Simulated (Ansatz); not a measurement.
# B2H5 (doublet): the correlation ladder at distance B1–H4 along a hydrogen transfer = 1.518 Å, cc-pVDZ

Aim: climb from Hartree-Fock through coupled cluster and multireference methods for B2H5 (doublet) at one geometry and basis, and see what each rung misses.

Computed with Ansatz 0.2.0, Gaussian basis. Level: cc-pVDZ, core rule «outside noble gas», up to 2 orbitals frozen.

To be run: UHF; CCSD(T) on ROHF; CCSD(T) on UHF; BCCD(T) on ROHF; CISD; CCSDT(Q) on ROHF; CCSDT(Q) on UHF; CASSCF and MRCISD+Q, 3 electrons in 3 orbitals; CASSCF and NEVPT2, 3 electrons in 3 orbitals; CASSCF and NEVPT2, 9 electrons in 9 orbitals.

9 further runs of the same task are left out: 3 for a mislabelled method, 5 that didn't finish, 1 set aside as unsound or not needed.

## 1. The geometry

The geometry derives from fragments relaxed apart (PBE0/def2-TZVP) and kept rigid, so it is no stationary point. A hydrogen atom is moved between rigid fragments.

7 atoms, charge 0, spin multiplicity 2.

Atoms are counted from 1 here; the program's logs count them from 0.

Bond lengths: B1–H2 1.193 Å, B1–H3 1.193 Å, H4–B5 1.170 Å, B5–H6 1.191 Å, B5–H7 1.191 Å. Angles: H2–B1–H3 120.0°, H4–B5–H6 115.3°, H4–B5–H7 115.3°, H6–B5–H7 129.4°.

## 2. UHF

File in.yaml:

```yaml
crystal:
  periodic: [false, false, false]
  atoms:
    - {symbol: B, position_ang: [-1.343950, 0.000000, 0.000000]}
    - {symbol: H, position_ang: [-1.940683, 1.033571, 0.000000]}
    - {symbol: H, position_ang: [-1.940683, -1.033571, 0.000000]}
    - {symbol: H, position_ang: [0.174050, 0.000000, 0.000000]}
    - {symbol: B, position_ang: [1.344050, 0.000000, 0.000000]}
    - {symbol: H, position_ang: [1.853123, 0.000000, 1.077008]}
    - {symbol: H, position_ang: [1.853123, 0.000000, -1.077008]}
basis:
  gaussian: {orbitals: cc-pVDZ}
magnetization: {spin_polarized: true, initial_magnetization: 1}
hamiltonian: {xc: hf}
output: {orbitals: {seedname: orbitals}}
```

Launch:

```console
ansatz run in.yaml --threads 1 --pin off --events-out ev --progress --plain --max-ram 2393MiB
```

After this run come: CCSD(T) on ROHF; CCSD(T) on UHF; BCCD(T) on ROHF; CISD; CCSDT(Q) on ROHF; CCSDT(Q) on UHF; CASSCF and MRCISD+Q, 3 electrons in 3 orbitals; CASSCF and NEVPT2, 3 electrons in 3 orbitals; CASSCF and NEVPT2, 9 electrons in 9 orbitals.

**Question.** What will the summary of the whole plan be? Wanted: UCCSDT(Q) below the RHF energy; RMP2 from UCCSDT(Q); UMP2 from UCCSDT(Q); RCCSD from UCCSDT(Q); RCCSD(T) from UCCSDT(Q); UCCSD(T) from UCCSDT(Q); RCCSDT(Q) from UCCSDT(Q); NEVPT2 pair from UCCSDT(Q); MRCISD+Q pair from UCCSDT(Q).

**Answer**, as computed:

| quantity | value |
| --- | --- |
| UCCSDT(Q) below the RHF energy | -6.1658 eV |
| RMP2 from UCCSDT(Q) | +30.91 kcal/mol |
| UMP2 from UCCSDT(Q) | +30.96 kcal/mol |
| RCCSD from UCCSDT(Q) | +3.35 kcal/mol |
| RCCSD(T) from UCCSDT(Q) | +0.68 kcal/mol |
| UCCSD(T) from UCCSDT(Q) | +0.67 kcal/mol |
| RCCSDT(Q) from UCCSDT(Q) | +0.01 kcal/mol |
| NEVPT2 pair from UCCSDT(Q) | +31.32 kcal/mol |
| MRCISD+Q pair from UCCSDT(Q) | +0.53 kcal/mol |
| NEVPT2 frontier from UCCSDT(Q) | +30.08 kcal/mol |
| levels within 1 kcal/mol (43 meV) | RCCSD(T), UCCSD(T), BCCD(T), RCCSDT, UCCSDT, RCCSDT(Q), MRCISD+Q pair |
| T1 diagnostic | 0.015 |

RCCSD(T) lands +0.68 kcal/mol from the yardstick (0.5 % of the correlation energy). Of the multireference levels listed MRCISD+Q pair comes nearest in total energy (+0.53 kcal/mol), which doesn't show that its space is the better one. These misses are within one basis, not against nature; the frozen cores of restricted and unrestricted runs differ, which can shift their rows.
